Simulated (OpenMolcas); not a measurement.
**AlClO (SMILES [O]=[Al][Cl]): FNO-MP2/ANO-S-VTZP (Cholesky decomposition, virtual fraction 0.8)**

What is the energy difference between two shapes of AlClO at FNO-MP2/ANO-S-VTZP (Cholesky decomposition, virtual fraction 0.8)? 

Program for the calculation: OpenMolcas 26.06.

7 further runs of the same task are left out: 1 that didn't finish, 6 set aside as unsound or not needed.

**1. Starting point**

AlClO has 3 atoms, charge 0, and is taken as a singlet. As SMILES, `[O]=[Al][Cl]`. Geometry: a GFN2-xTB relaxation, a rough one for these elements and not checked as a minimum.

Bond lengths: O1–Al2 1.566 Å, Al2–Cl3 2.014 Å. Angles: O1–Al2–Cl3 180.0°.

**2. The energy at FNO-MP2/ANO-S-VTZP (Cholesky decomposition, virtual fraction 0.8)**

job.inp reads:

```
&GATEWAY
  BasisSet
  O.ANO-S-VTZP....
  O1 0.107470 1.694260 0.245960 angstrom
  End of Basis
  BasisSet
  Al.ANO-S-VTZP....
  Al2 0.009340 0.147220 0.021380 angstrom
  End of Basis
  BasisSet
  Cl.ANO-S-VTZP....
  Cl3 -0.116820 -1.841490 -0.267330 angstrom
  End of Basis

&SEWARD
  Medium

&SCF
  PrOrbitals=1 1

&MBPT2
  FNOMP2=0.8
  DoMP2
  Frozen=11
```

Command:

```console
$ export MOLCAS_MEM=1860
$ pymolcas job.inp > job.log
```

The program printed:

```text
--- Start Module: gateway ---
[...]
--- Stop Module: gateway /rc=_RC_ALL_IS_WELL_ ---
[...]
      Basis functions           77
[...]
--- Start Module: scf ---
[...]
       Convergence after  12 Iterations
[...]
::    Total SCF energy                               -776.3618976706
[...]
      Total spin, S                                     0.0000000000
[...]
      Total electronic charge=   38.000000
      Total            charge=   -0.000000
[...]
      Dipole Moment (debye):
      Origin of the operator (angstrom)=   -0.0271   -0.4275   -0.0621
                   X= -3.1516E-01               Y= -4.9688E+00               Z= -7.2129E-01           Total=  5.0308E+00
      Quadrupole Moment (debye*angstrom):
[...]
--- Stop Module: scf /rc=_RC_ALL_IS_WELL_ ---
[...]
--- Start Module: mbpt2 ---
[...]
WARNING!
Default frozen orbitals as non valence orbitals is overwritten by user input.
Default values:   8
[...]
       Reference weight ( Cref**2 )         =        0.85625
::    Total MBPT2 energy                             -776.8067188102
[...]
--- Stop Module: mbpt2 /rc=_RC_ALL_IS_WELL_ ---
[...]
```

Run time: 5.1 s. Hardware: 1 thread of Arm Neoverse V1, shared host.

**3. The distorted shape, same level**

job.input reads:

```
* AlClO FNO-MP2
>>> EXPORT MOLCAS_PRINT=2

&GATEWAY
  BasisSet
  O.ANO-S-VTZP....
  O1 0.089195 1.701220 0.265109 angstrom
  End of Basis
  BasisSet
  Al.ANO-S-VTZP....
  Al2 -0.014008 0.178956 0.032141 angstrom
  End of Basis
  BasisSet
  Cl.ANO-S-VTZP....
  Cl3 -0.072180 -1.844399 -0.248860 angstrom
  End of Basis

&SEWARD
  Medium

&SCF
  PrOrbitals
  1 1

&MBPT2
  FNOMP2
  0.8
  DoMP2
  Frozen
  11
```

Command:

```console
$ export MOLCAS_MEM=1860
$ pymolcas job.input > job.log
```

The program printed:

```text
--- Start Module: gateway ---
[...]
--- Stop Module: gateway /rc=_RC_ALL_IS_WELL_ ---
[...]
      Basis functions           77
[...]
--- Start Module: scf ---
[...]
       Convergence after  12 Iterations
[...]
::    Total SCF energy                               -776.3615742318
[...]
      Total spin, S                                     0.0000000000
[...]
      Total electronic charge=   38.000000
      Total            charge=   -0.000000
[...]
      Dipole Moment (debye):
      Origin of the operator (angstrom)=   -0.0189   -0.4164   -0.0461
                   X= -4.2487E-01               Y= -4.7190E+00               Z= -7.6026E-01           Total=  4.7986E+00
      Quadrupole Moment (debye*angstrom):
[...]
--- Stop Module: scf /rc=_RC_ALL_IS_WELL_ ---
[...]
--- Start Module: mbpt2 ---
[...]
WARNING!
Default frozen orbitals as non valence orbitals is overwritten by user input.
Default values:   8
[...]
       Reference weight ( Cref**2 )         =        0.85737
::    Total MBPT2 energy                             -776.8047233448
[...]
--- Stop Module: mbpt2 /rc=_RC_ALL_IS_WELL_ ---
[...]
```

It took 5.1 s on 1 thread of Arm Neoverse V1, shared host.

**4. Summary of results**

At FNO-MP2/ANO-S-VTZP (Cholesky decomposition, virtual fraction 0.8), 11 core orbitals frozen:

| quantity | value |
| --- | --- |
| first shape: total energy | -776.80672 Eh |
| first shape: dipole moment (mean-field density) | 5.03 D |
| first shape: HOMO energy (Hartree–Fock orbitals) | -11.37 eV |
| first shape: LUMO energy (Hartree–Fock orbitals) | 0.12 eV |
| first shape: HOMO–LUMO gap (Hartree–Fock orbitals) | 11.49 eV |
| first shape: correlation energy (11 core orbitals frozen) | -444.8 mEh |
| distorted shape: total energy | -776.80472 Eh |
| distorted shape: dipole moment (mean-field density) | 4.80 D |
| distorted shape: HOMO energy (Hartree–Fock orbitals) | -11.50 eV |
| distorted shape: LUMO energy (Hartree–Fock orbitals) | 0.09 eV |
| distorted shape: HOMO–LUMO gap (Hartree–Fock orbitals) | 11.59 eV |
| distorted shape: correlation energy (11 core orbitals frozen) | -443.1 mEh |
| energy change with the atoms displaced | 0.054 eV |

With the atoms displaced the energy rises by 0.05 eV (1.3 kcal/mol). The first shape isn't relaxed at this level, so the change isn't measured from a minimum. Mulliken charges (first shape) of the mean-field density run from -0.88 on O1 to +1.12 on Al2; they depend strongly on the basis.
